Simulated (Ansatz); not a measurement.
# BH$_{2}$⁻, triplet along the scale of all distances

Starting geometry (PBE0/def2-TZVPD stationary point for this spin, not checked as a minimum):

```tsv
atom	x (Å)	y (Å)	z (Å)
B	0.0000	-0.0819	0.0000
H	0.0000	0.4392	-1.0911
H	0.0000	0.4392	1.0911
```

From there all distances are scaled together; atoms are numbered as listed. Energies are in kJ/mol, counted from the starting geometry at the same level.

Basis 6-31++G** (Cartesian d functions); Ansatz 0.2.0. Only valence electrons are correlated (noble-gas cores frozen).

Full CI is exact within this basis and frozen core; it isn't the basis-set limit.

| scale of all distances | BCCD(T) |
| --- | --- |
| 0.873 | 61.6 |
| 1.000 | 0.0 |
| 1.109 | 33.0 |
| 1.323 | 177.6 |
| 1.479 | 288.5 |
| 1.721 | 421.9 |
| 1.961 | 502.2* |
| 2.354 | 567.5* |

An asterisk marks runs whose energy the program itself flagged as in doubt.

Task: Estimate the full CI curve in 6-31++G** from this one, knowing how BCCD(T) errs.

Result: The computed full CI values, in kJ/mol from the starting point, and the error of BCCD(T) against them:
```tsv
scale of all distances	full CI	BCCD(T) less full CI
0.873	61.7	-0.2
1.000	0.0	0.0
1.109	32.8	0.3
1.323	176.4	1.2
1.479	286.1	2.4
1.721	417.0	4.9
1.961	495.4	6.7
2.354	560.0	7.5
```

The error spans 7.7 kJ/mol and is largest, 7.5 kJ/mol, at 2.354.
